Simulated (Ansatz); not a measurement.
**Mean errors over 8 vertical spin gaps**

Ansatz 0.2.0, functionals in def2-QZVPP, HF, MP2 and coupled cluster extrapolated from def2-TZVPP and def2-QZVPP (exp(−7.88 √X), X^−2.97); geometries are PBE0/def2-TZVP minima. Wave-function levels freeze the cores; HF, MP2 and coupled cluster are restricted for singlets and unrestricted otherwise, Kohn–Sham unrestricted where that lies lower. The best estimate adds to that CCSD(T) limit the step from CCSD(T) to the highest level run in a smaller set (CCSDT(Q)/aug-cc-pVTZ, CCSDT(Q)/cc-pVDZ, CCSDT(Q)/cc-pVTZ, CCSDTQ/cc-pVDZ, full CI/aug-cc-pVTZ, full CI/cc-pVDZ). It lacks core correlation, which semilocal and hybrid functionals hold and which counts in their errors here, (a few kJ/mol in atomization energies of light atoms) is good to about 1 kcal/mol where the step is under 0.06 eV, as here, and is no measured value. An error is the level's value less this estimate. Energies are electronic, without zero-point terms. No spin–orbit coupling and no scalar relativity. CCSD(T)'s error is that step with its sign reversed, by construction, and steps from double-zeta sets run high. The species are chosen: bound, without strong static correlation by their natural occupations or amplitudes, in their lowest spin state as far as vertical gaps and like structures tell, without the heavier p-block dimers whose ³Σ⁻ and ³Π states nearly coincide, and with a ladder that closes on the reference, so errors are smaller than for species at large; levels whose determinant breaks symmetry or spin markedly are left out.

```
                                                      species                        quantity                                         reference  value (kJ/mol)  error MP2  error CCSD  error CCSD(T)  error PBE  error B97M-V  error PBE0  error B3LYP
                               AlSi, quartet Σ⁻ (Al–Si 2.416)   sextet less quartet, vertical                   limit + step to full CI/cc-pVDZ           358.0      -19.2       -11.1           -1.9        9.8          12.1        -6.4         31.5
                                  LiO, doublet Π (Li–O 1.681)  quartet less doublet, vertical                   limit + step to full CI/cc-pVDZ           398.9        7.5       -12.8           -1.3        6.2         -10.0       -20.5          2.0
                                 LiC⁺, triplet Π (Li–C 2.280)  quintet less triplet, vertical  limit + step to full CI and CCSDT(Q)/aug-cc-pVTZ           431.7      -34.6        -6.4           -0.9       -4.7          18.7       -14.4         47.9
       AlBO, singlet (B–Al 2.246, B–O 1.207, angle at B 180°)  triplet less singlet, vertical       limit + step to CCSDTQ and CCSDT(Q)/cc-pVDZ           180.7       -8.3         2.0            1.3      -20.8          -7.3       -21.5          0.9
       HCB, triplet Π (B–C 1.353, C–H 1.071, angle at C 180°)  quintet less triplet, vertical                  limit + step to CCSDT(Q)/cc-pVTZ           410.1      -11.3       -16.0           -2.3       -8.2          -2.9       -27.0         -2.3
                                   BS⁺, triplet Π (B–S 1.703)  quintet less triplet, vertical                  limit + step to CCSDT(Q)/cc-pVTZ           399.9       -8.3       -16.4           -2.5        1.1          10.5       -17.8          2.8
         HOC, doublet (C–O 1.265, O–H 0.984, angle at O 114°)  quartet less doublet, vertical                  limit + step to CCSDT(Q)/cc-pVTZ           376.7      -16.3       -10.8           -1.1       -6.9           5.9       -22.6         10.9
HAlSi, triplet Σ⁻ (Al–Si 2.333, Al–H 1.599, angle at Al 180°)  quintet less triplet, vertical                  limit + step to CCSDT(Q)/cc-pVDZ           290.2       -5.0        -6.9           -1.3       -8.6           5.7       -13.0         12.3
```

```
  level  mean absolute error (kJ/mol)  mean signed error  largest error
CCSD(T)                           1.6               -1.2     -2.5 (BS⁺)
    PBE                           8.3               -4.0   -20.8 (AlBO)
 B97M-V                           9.1                4.1    18.7 (LiC⁺)
   CCSD                          10.3               -9.8    -16.4 (BS⁺)
    MP2                          13.8              -11.9   -34.6 (LiC⁺)
  B3LYP                          13.8               13.2    47.9 (LiC⁺)
   PBE0                          17.9              -17.9    -27.0 (HCB)
```

Errors of one sign throughout: PBE0 (too low).
